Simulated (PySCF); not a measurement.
**Broadened absorption spectrum of thiophen-2-ol**

Compound: thiophen-2-ol, C₄H₄OS.
Atom-mapped SMILES: `[OH:1][c:2]1[cH:3][cH:4][cH:5][s:6]1` (hydrogens: H7 on O1; H8 on C3; H9 on C4; H10 on C5)

Method: PySCF, TDDFT wB97X-D/def2-SVPD, vertical, gas phase, core orbitals frozen in the response. Isolated species at its GFN2-xTB geometry (one conformer only). Torsions of this conformer, `[OH:1][c:2]1[cH:3][cH:4][cH:5][s:6]1`: H–O1–C2–C3 180°.

Each state is given a Gaussian of 0.25 eV full width at half maximum, with ε(max) = 2.175×10⁸ f / Δν̃ (Δν̃ the width in cm⁻¹). The width is an assumption, not a result. The curve ends short of the highest state used, and states not computed would add to its high-energy end.

| λ (nm) | ε (L mol⁻¹ cm⁻¹) |
| --- | --- |
| 186.2 | 149 |
| 187.7 | 76 |
| 189.2 | 38 |
| 190.7 | 49 |
| 192.2 | 163 |
| 193.8 | 547 |
| 195.3 | 1361 |
| 196.8 | 2718 |
| 198.3 | 4391 |
| 199.8 | 5791 |
| 201.3 | 6286 |
| 202.9 | 5588 |
| 204.4 | 4166 |
| 205.9 | 2623 |
| 207.4 | 1409 |
| 208.9 | 655 |
| 210.5 | 255 |
| 212.0 | 103 |
| 213.5 | 59 |
| 215.0 | 90 |
| 216.5 | 229 |
| 218.1 | 619 |
| 219.6 | 1383 |
| 221.1 | 2689 |
| 222.6 | 4566 |
| 224.1 | 6801 |
| 225.6 | 8931 |
| 227.2 | 10448 |
| 228.7 | 10732 |
| 230.2 | 9858 |
| 231.7 | 8133 |
| 233.2 | 6051 |
| 234.8 | 3957 |
| 236.3 | 2408 |
| 237.8 | 1338 |
| 239.3 | 683 |
| 240.8 | 322 |
| 242.3 | 145 |
| 243.9 | 62 |
| 245.4 | 33 |
| 246.9 | 24 |
| 248.4 | 21 |
| 249.9 | 20 |
| 251.5 | 18 |
| 253.0 | 15 |
| 254.5 | 12 |
| 256.0 | 9 |
| 257.5 | 6 |
| 259.0 | 4 |
| 260.6 | 3 |
| 262.1 | 1 |
| 263.6 | 1 |
| 265.1 | 0 |
| 266.6 | 0 |
| 268.2 | 0 |
| 269.7 | 0 |

(1) Where are the band maxima, and which computed states make them?

(2) Coming from long wavelengths, where does ε first pass 100 L mol⁻¹ cm⁻¹?

(3) On this curve, what absorbance would a 10⁻⁴ mol/L sample give at 222 nm over a 1 cm path?

Answers

(1) 228 nm (5.43 eV), ε about 11000, made up of S2 (100%); 201 nm (6.16 eV), ε about 6300, made up of S4 (100%) (ε in L mol⁻¹ cm⁻¹; maxima over ε = 5, shares over 10%). At its high-energy end, 6.66 eV, the curve is still rising (ε about 150, from S6). The states used: S1 4.97 eV (f 0.0002); S2 5.43 eV (f 0.100); S3 5.88 eV (f 0.0002); S4 6.16 eV (f 0.058); S5 6.28 eV (f 0.0002); S6 6.78 eV (f 0.0026); S7 7.10 eV (f 0.0012); S8 7.26 eV (f 0.010).

(2) At about 243 nm (5.10 eV), 0.13 eV above S1.

(3) 222 nm is 5.585 eV, where ε is about 3800 L mol⁻¹ cm⁻¹, so A = ε c l ≈ 0.38 (Beer–Lambert, with the gas-phase spectrum and the assumed width).
